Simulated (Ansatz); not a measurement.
Cost and result for the atomization energy of AlH5S, SMILES `[AlH3-][SH2+]` (7 atoms, 6 bonds).

Total charge 0; spin multiplicity 1. All single points use the PBE0-D4/def2-TZVP geometry. Program: Ansatz. All runs use 4 threads of an Arm Neoverse V1 on a shared host. Times are those of one run each, without the atoms' runs, and a repeat can differ threefold. Electronic energies, without spin–orbit coupling; frozen cores. CCSD(T)/CBS extrapolates def2-TZVPP and def2-QZVPP, and its time is that of the two runs behind it. T1 = 0.010. B3LYP takes the VWN-RPA correlation (the form of Gaussian; ORCA's B3LYP/G).

CCSD(T)/CBS is a level of theory with its own doubt, some kJ/mol a heavy atom from the limit and from the frozen cores, so smaller differences don't rank the functionals.

```json
{"level": "CCSD(T)/def2-SVP", "functions": "61", "wall time": "0.35 s", "atomization (kcal/mol)": "386.5", "difference from CCSD(T)/CBS": "-25.0", "per bond": "-4.2"}
{"level": "LDA (SPW92)/def2-TZVPP", "functions": "154", "wall time": "0.45 s", "atomization (kcal/mol)": "451.9", "difference from CCSD(T)/CBS": "40.4", "per bond": "6.7"}
{"level": "PBE-D4/def2-TZVPP (with forces)", "functions": "154", "wall time": "0.85 s", "atomization (kcal/mol)": "402.9", "difference from CCSD(T)/CBS": "-8.6", "per bond": "-1.4"}
{"level": "PBE0-D4/def2-TZVPP", "functions": "154", "wall time": "0.85 s", "atomization (kcal/mol)": "401.8", "difference from CCSD(T)/CBS": "-9.7", "per bond": "-1.6"}
{"level": "BHLYP-D4/def2-TZVPP", "functions": "154", "wall time": "0.9 s", "atomization (kcal/mol)": "405.0", "difference from CCSD(T)/CBS": "-6.5", "per bond": "-1.1"}
{"level": "B3LYP-D4/def2-TZVPP (with forces)", "functions": "154", "wall time": "1.1 s", "atomization (kcal/mol)": "409.9", "difference from CCSD(T)/CBS": "-1.6", "per bond": "-0.3"}
{"level": "B2PLYP/def2-TZVPP", "functions": "154", "wall time": "1.4 s", "atomization (kcal/mol)": "403.2", "difference from CCSD(T)/CBS": "-8.3", "per bond": "-1.4"}
{"level": "r2SCAN-D4/def2-TZVPP (with forces)", "functions": "154", "wall time": "1.7 s", "atomization (kcal/mol)": "410.3", "difference from CCSD(T)/CBS": "-1.2", "per bond": "-0.2"}
{"level": "B97M-V/def2-TZVPP", "functions": "154", "wall time": "2.9 s", "atomization (kcal/mol)": "421.4", "difference from CCSD(T)/CBS": "9.9", "per bond": "1.6"}
{"level": "ωB97M-V/def2-TZVPP (with forces)", "functions": "154", "wall time": "3.5 s", "atomization (kcal/mol)": "412.9", "difference from CCSD(T)/CBS": "1.4", "per bond": "0.2"}
{"level": "CCSD(T)/def2-TZVPP", "functions": "154", "wall time": "5 s", "atomization (kcal/mol)": "402.3", "difference from CCSD(T)/CBS": "-9.2", "per bond": "-1.5"}
{"level": "CCSD(T)/def2-QZVPP", "functions": "290", "wall time": "68 s", "atomization (kcal/mol)": "407.8", "difference from CCSD(T)/CBS": "-3.7", "per bond": "-0.6"}
{"level": "CCSD(T)/CBS(def2)", "functions": "–", "wall time": "73 s", "atomization (kcal/mol)": "411.5", "difference from CCSD(T)/CBS": "0.0", "per bond": "0.0"}
```

From r2SCAN to r2SCAN0 (25 % exact exchange), in def2-TZVPP and without D4, the atomization energy moves by −3.3 kcal/mol: exact exchange takes away binding that semilocal exchange gives to molecules. Leaving LDA and LC-ωPBE aside and taking each functional with its dispersion term where it has one, the values, not all of them listed here, spread over 22.9 kcal/mol, from revPBE-D4 to B97M-V. LDA lies +51.4 kcal/mol from PBE without D4, its usual overbinding. At CCSD(T), def2-SVP lies −25.0 kcal/mol from the extrapolated value and def2-TZVPP −9.2 kcal/mol: correlation converges slowly with the basis, and small sets miss more of it in the bonded molecule than in its fragments.
